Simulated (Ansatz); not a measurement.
# CH3BCl+ (SMILES B[CH+]Cl): functionals against CCSD(T) at one geometry

A test off equilibrium: a structure displaced at random from a GFN2-xTB minimum is computed at several levels, and each is set against CCSD(T).

Computed with Ansatz 0.2.0, Gaussian basis. Level: single points in def2-TZVPP.

Cores are frozen in the correlated methods.

### 1 Starting geometry

SMILES `B[CH+]Cl`, 6 atoms, charge 1, spin multiplicity 1.

Atoms are counted from 1 here; the program's logs count them from 0.

Bond lengths: B1–C2 1.475 Å, B1–H4 1.199 Å, B1–H5 1.006 Å, C2–Cl3 1.761 Å, C2–H6 1.086 Å. Angles: C2–B1–H4 129.3°, C2–B1–H5 126.7°, H4–B1–H5 103.9°, B1–C2–Cl3 136.1°, B1–C2–H6 113.4°, Cl3–C2–H6 110.6°.

Geometry (Å):

```
B    -0.5063   -0.3939   -0.4675
C     0.4711    0.3420    0.3564
Cl    2.1736    0.1618    0.7683
H    -1.3502   -1.1755   -0.1287
H    -0.6313   -0.3198   -1.4631
H     0.0571    1.2303    0.8251
```

### 2 CCSD(T)/def2-TZVPP

Contents of run/in.yaml:

```yaml
crystal:
  periodic: [false, false, false]
  atoms:
    - {symbol: B, position_ang: [-0.506300, -0.393900, -0.467500]}
    - {symbol: C, position_ang: [0.471100, 0.342000, 0.356400]}
    - {symbol: Cl, position_ang: [2.173600, 0.161800, 0.768300]}
    - {symbol: H, position_ang: [-1.350200, -1.175500, -0.128700]}
    - {symbol: H, position_ang: [-0.631300, -0.319800, -1.463100]}
    - {symbol: H, position_ang: [0.057100, 1.230300, 0.825100]}
basis:
  gaussian: {orbitals: def2-TZVPP}
total_charge: 1
correlation: {method: ccsd_t}
output: {forces: true}
```

The command line of these runs was not kept.

### 3 PBE0-D4/def2-TZVPP

Changes to run/in.yaml since step 2:

```diff
@@ -12,3 +12,3 @@
 total_charge: 1
-correlation: {method: ccsd_t}
-output: {forces: true}
+hamiltonian: {xc: pbe0, dispersion: d4}
+output: {forces: true, orbitals: {seedname: orbitals}}
```

### 4 wB97M-V/def2-TZVPP

Changes to run/in.yaml since step 3:

```diff
@@ -12,3 +12,3 @@
 total_charge: 1
-hamiltonian: {xc: pbe0, dispersion: d4}
-output: {forces: true, orbitals: {seedname: orbitals}}
+hamiltonian: {xc: {name: wB97M-V}}
+output: {forces: true}
```

### 5 r2SCAN-D4/def2-TZVPP

Changes to run/in.yaml since step 4:

```diff
@@ -12,3 +12,3 @@
 total_charge: 1
-hamiltonian: {xc: {name: wB97M-V}}
+hamiltonian: {xc: r2scan, dispersion: d4}
 output: {forces: true}
```

### 6 PBE-D4/def2-TZVPP

Changes to run/in.yaml since step 5:

```diff
@@ -12,3 +12,3 @@
 total_charge: 1
-hamiltonian: {xc: r2scan, dispersion: d4}
+hamiltonian: {xc: pbe, dispersion: d4}
 output: {forces: true}
```

### 7 CAM-B3LYP-D4/def2-TZVPP

Changes to run/in.yaml since step 6:

```diff
@@ -12,3 +12,3 @@
 total_charge: 1
-hamiltonian: {xc: pbe, dispersion: d4}
+hamiltonian: {xc: {name: CAM-B3LYP}, dispersion: d4}
 output: {forces: true}
```

### 8 LC-wPBE/def2-TZVPP

Changes to run/in.yaml since step 7:

```diff
@@ -12,3 +12,3 @@
 total_charge: 1
-hamiltonian: {xc: {name: CAM-B3LYP}, dispersion: d4}
+hamiltonian: {xc: {name: LC-wPBE}}
 output: {forces: true}
```

(Steps that only read results are left out.)

Q: Predict the outcome of this session. Wanted: energy less free atoms, CCSD(T)/def2-TZVPP; RMS force component; RMS force error; HOMO and LUMO, PBE0-D4; T1 diagnostic.

The runs gave:

| quantity | value |
| --- | --- |
| energy less free atoms, CCSD(T)/def2-TZVPP | -232.8 kcal/mol |
| RMS force component | 2.574 to 2.717 eV/Å over the methods |
| RMS force error | PBE0-D4 0.314, wB97M-V 0.173, r2SCAN-D4 0.388, PBE-D4 0.499, CAM-B3LYP-D4 0.227, LC-wPBE 0.274 eV/Å |
| HOMO and LUMO, PBE0-D4 | -15.76 and -10.53 eV |
| T1 diagnostic | 0.026 |

**Reading.** Against CCSD(T) the functionals' energies less atoms differ by -33.1 to -7.3 kcal/mol, PBE-D4 by -33.1 kcal/mol. A larger basis would deepen the CCSD(T) value, while the functionals are nearly converged already, so the order here is not reliable. The forces of wB97M-V come nearest to CCSD(T), those of PBE-D4 are farthest. The T1 diagnostic is large here, over the usual mark for main-group molecules (transition-metal compounds often pass it harmlessly), so CCSD(T) itself may be off.
